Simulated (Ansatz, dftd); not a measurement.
Reaction: C2H6O (ethanol, SMILES CCO) → C2H5 (SMILES [CH2]C, doublet) + HO (SMILES [OH], doublet) (the C-O bond breaks)
Each species at its own B3LYP-D3(BJ)/def2-TZVP minimum (Ansatz, an electronic-structure program), one conformer.

Quantity: bond dissociation energy (electronic), in kcal/mol. Radicals and triplets start from unrestricted determinants; spin-orbit coupling is neglected. Cores are frozen in correlated methods. Rows without X2C or -DK are non-relativistic. CBS(X,Y): correlation extrapolated as X^-3, Hartree-Fock from the larger set. A bracket is a step between two methods taken in the basis named. The functionals are non-relativistic, so their misses hold any scalar relativity. Double hybrids freeze cores in their MP2 part. 'core' is core correlation in cc-pwCVTZ, 'X2C' scalar relativity in cc-pVTZ-DK, both at CCSD(T).

Compared with CCSD(T)/CBS(cc-pVTZ,cc-pVQZ) + [CCSDT(Q) - CCSD(T)]/cc-pVDZ + core + X2C (Ansatz): 100.2 kcal/mol.

Costs are rough ratios of core time, to one figure, on one kind of shared machine, summed over the single points of the molecules; atoms, geometries and frequencies are left out. The first row took roughly 10 core seconds; short runs hold start-up time.

```json
[
 {"level": "B3LYP-D4/def2-TZVPD", "program": "Ansatz + dftd4", "cost relative to the first row": "1", "difference (kcal/mol)": "-5.6"},
 {"level": "B2PLYP-D3(BJ)/def2-TZVPD", "program": "Ansatz + dftd3", "cost relative to the first row": "2", "difference (kcal/mol)": "-3.4"},
 {"level": "wB97M-V/def2-TZVPD", "program": "Ansatz", "cost relative to the first row": "2", "difference (kcal/mol)": "-0.9"},
 {"level": "CCSD(T)/cc-pVTZ", "program": "Ansatz", "cost relative to the first row": "5", "difference (kcal/mol)": "-2.9"},
 {"level": "CCSDT(Q)/cc-pVDZ", "program": "Ansatz", "cost relative to the first row": "40", "difference (kcal/mol)": "-7.2"}
]
```

The dearest row costs roughly 40 times the first. Costs within a factor of two don't rank. The table holds for this case alone.
